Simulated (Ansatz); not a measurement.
# C4H6O: the cost of one run

Computed with Ansatz 0.2.0 through its Python package. Level of theory: PBE0+D3(BJ)/def2-SVP.

### Step 1. Starting point

Bond lengths: C1–C2 1.441 Å, C2–C3 1.188 Å, C3–O4 1.409 Å, O4–C5 1.431 Å, C1–H6 1.125 Å, C1–H7 1.046 Å, C1–H8 1.118 Å, C5–H9 1.059 Å, C5–H10 1.071 Å, C5–H11 1.126 Å. Angles (14 of 15 angles, heavy atoms first): C1–C2–C3 178.2°, C2–C3–O4 175.0°, C3–O4–C5 106.2°, C2–C1–H6 110.5°, C2–C1–H7 114.3°, C2–C1–H8 107.3°, O4–C5–H9 113.8°, O4–C5–H10 105.4°, O4–C5–H11 108.9°, H6–C1–H7 110.6°, H6–C1–H8 102.9°, H7–C1–H8 110.6°, H9–C5–H10 112.5°, H9–C5–H11 108.0°.

The script holds or builds the structure itself.

### Step 2. The code

File c4h6o.py:

```python
'''Energy of C4H6O as one group turns about a bond.'''

from dataclasses import dataclass

import ansatz as az
from ase import Atoms


@dataclass
class RunConfig:
    basis_set: str = 'def2-SVP'
    functional: str = 'pbe0'
    vdw: str = 'd3bj'
    force_tol: float = 0.02


settings = RunConfig()

atoms = Atoms(['C', 'C', 'C', 'O', 'C', 'H', 'H', 'H', 'H', 'H', 'H'], positions=[
    (-1.3888, -0.9722, 1.6766),
    (-0.3553, -0.6263, 0.7334),
    (0.5102, -0.3768, -0.0418),
    (1.6163, -0.1072, -0.8716),
    (1.2472, 1.0187, -1.6742),
    (-1.4314, -0.217, 2.5089),
    (-1.3124, -1.9409, 2.0633),
    (-2.3705, -0.8315, 1.1615),
    (0.3532, 0.8769, -2.2232),
    (2.0905, 1.2058, -2.307),
    (1.1062, 1.9135, -1.0054),
])

# relax first, so that the scan starts from a minimum
first = (
    az.Crystal.molecule_from_ase(atoms).calculation()
    .basis(gaussian=settings.basis_set)
    .functional(settings.functional, dispersion=settings.vdw)
    .relax(force_tolerance=settings.force_tol, max_steps=80)
)
atoms.positions = first.run(threads=1).report['positions_ang']

start = atoms.get_dihedral(2, 3, 4, 8)
energies = {}
for turn in range(0, 121, 20):
    turned = atoms.copy()
    turned.set_dihedral(2, 3, 4, 8, start + turn, indices=[4, 8, 9, 10])
    calculation = (
        az.Crystal.molecule_from_ase(turned).calculation()
        .basis(gaussian=settings.basis_set)
        .functional(settings.functional, dispersion=settings.vdw)
    )
    energies[round((start + turn) % 360)] = calculation.run(threads=1).report['free_energy_ev']
floor = min(energies.values())
print('dihedral C2-O3-C4-H8 (deg)   E - E(min) (eV)')
for angle, e in sorted(energies.items()):
    print(f'{angle:8d} {(e - floor):14.3f}  ' + '#' * int(30 * (e - floor) / max(max(energies.values()) - floor, 1e-9)))
```

### Step 3. The calls as engine input

The package turns the script's settings into the engine's input (first run):

```yaml
crystal:
  periodic: [false, false, false]
  atoms:
    - { symbol: C, position_ang: [-1.3888, -0.9722, 1.6766] }
    - { symbol: C, position_ang: [-0.3553, -0.6263, 0.7334] }
    - { symbol: C, position_ang: [0.5102, -0.3768, -0.0418] }
    - { symbol: O, position_ang: [1.6163, -0.1072, -0.8716] }
    - { symbol: C, position_ang: [1.2472, 1.0187, -1.6742] }
    - { symbol: H, position_ang: [-1.4314, -0.217, 2.5089] }
    - { symbol: H, position_ang: [-1.3124, -1.9409, 2.0633] }
    - { symbol: H, position_ang: [-2.3705, -0.8315, 1.1615] }
    - { symbol: H, position_ang: [0.3532, 0.8769, -2.2232] }
    - { symbol: H, position_ang: [2.0905, 1.2058, -2.307] }
    - { symbol: H, position_ang: [1.1062, 1.9135, -1.0054] }
basis:
  gaussian:
    orbitals: def2-SVP
hamiltonian:
  xc: pbe0
  dispersion: d3bj
relax:
  f_tol: 0.02
  max_steps: 80
```

### Step 4. Launch

Command:

```console
> python c4h6o.py
```

**Question.** How long does this script take on 1 thread of Arm Neoverse V2, shared host, and how much memory does it need?

About 43 s, with a peak of 0.27 GiB.
